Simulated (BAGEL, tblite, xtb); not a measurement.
## C3H6Cl2 (2,2-dichloropropane): the dipole moment, rung by rung

The species is C3H6Cl2 (11 atoms), meant as a singlet with charge 0. As SMILES, `CC(C)(Cl)Cl`. The coordinates come from a PBE0-D4/def2-TZVP relaxation.

Quantity: the dipole moment, in D. The values are calculated.

**What was measured.** NIST CCCBDB gives the dipole moment of the gas as 2.27 D.

```
                                                     level            kind  program  value (D)  computed − measured   CPU time
                                                  GFN2-xTB  semi-empirical      xtb       2.42                +0.15  under 2 s
                                                  GFN0-xTB  semi-empirical      xtb       2.23                -0.04  under 2 s
                                                  GFN1-xTB  semi-empirical      xtb       2.49                +0.22  under 2 s
                                                 IPEA1-xTB  semi-empirical   tblite       3.65                +1.38  under 2 s
             HF/pcseg-0 (density fitting with tzvpp-jkfit)    Hartree–Fock    BAGEL       3.04                +0.77      1.6 s
             HF/pcseg-1 (density fitting with tzvpp-jkfit)    Hartree–Fock    BAGEL       2.71                +0.44        3 s
         HF/aug-pcseg-1 (density fitting with tzvpp-jkfit)    Hartree–Fock    BAGEL       2.50                +0.23      4.9 s
             HF/pcseg-2 (density fitting with tzvpp-jkfit)    Hartree–Fock    BAGEL       2.54                +0.27      8.2 s
         HF/aug-pcseg-2 (density fitting with tzvpp-jkfit)    Hartree–Fock    BAGEL       2.46                +0.19       16 s
PBE0/x2c-SV(P)all (DKH2, density fitting with tzvpp-jkfit)   global hybrid    BAGEL       2.14                -0.13       14 s
```

Nearest: GFN0-xTB (-0.04 D); farthest: IPEA1-xTB (+1.38 D). The measured dipole is a vibrational average, so differences of a few hundredths of a debye mean little. Computed less measured by kind, in D (of the ab initio rows, those in pcseg-0): semi-empirical -0.04 to +1.38; Hartree–Fock +0.77. Magnitudes only. CPU times are rough (shared hosts, several kinds of processor and program).
